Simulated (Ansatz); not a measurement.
**BClH4O: a nudged elastic band, and a look at its input**

A nudged elastic band is wanted. The input is run as typed. The step meant is a four-centre ligand exchange at charge 0 and multiplicity 1, which changes B1–O6, Cl2–H5, B1–Cl2, H5–O6.

The runs use Ansatz 0.2.0, Gaussian basis; PBE0-D4/def2-SVP.

## (1) The structure

```
B    -0.1503   -0.5655    0.3747
Cl    1.6494   -0.9072    0.1808
H    -0.8394   -1.3306   -0.2362
H    -0.4542   -0.2876    1.4988
H     0.2318    1.5086   -0.0418
O    -0.3682    0.8577   -0.4329
H    -0.0691    0.7246   -1.3435
```

## (2) The run

Input file run/in.yaml:

```yaml
crystal:
  periodic: [false, false, false]
  atoms:
    - {symbol: B, position_ang: [-0.150299, -0.565467, 0.374658]}
    - {symbol: Cl, position_ang: [1.649392, -0.907218, 0.180805]}
    - {symbol: H, position_ang: [-0.839372, -1.330599, -0.236241]}
    - {symbol: H, position_ang: [-0.454235, -0.287638, 1.498813]}
    - {symbol: H, position_ang: [0.231813, 1.508589, -0.041788]}
    - {symbol: O, position_ang: [-0.368189, 0.857745, -0.432866]}
    - {symbol: H, position_ang: [-0.069110, 0.724588, -1.343482]}
basis:
  gaussian: {orbitals: def2-SVP}
hamiltonian: {xc: pbe0, dispersion: d4}
neb:
  images: 1
  climbing: true
  max_iterations: 30
  initial_path: idpp
  final_atoms:
    - {symbol: B, position_ang: [-1.071520, -0.459762, 0.273362]}
    - {symbol: Cl, position_ang: [2.892688, 0.768650, 0.331020]}
    - {symbol: H, position_ang: [-2.175212, -0.626085, -0.162083]}
    - {symbol: H, position_ang: [-0.728313, -0.822628, 1.356977]}
    - {symbol: H, position_ang: [1.660873, 0.518326, 0.022420]}
    - {symbol: O, position_ang: [-0.136536, 0.170574, -0.477233]}
    - {symbol: H, position_ang: [-0.441980, 0.450923, -1.344563]}
```

Launch:

```console
> ansatz run in.yaml --threads 2 --pin off --events-out ev --progress --plain --max-ram 4352MiB
```

**Question.** What will these runs give? Wanted: this run.

As calculated:

| quantity | value |
| --- | --- |
| this run | converged |
| fault | one image |

One image cannot map a path; it gives at best a single point between the ends.
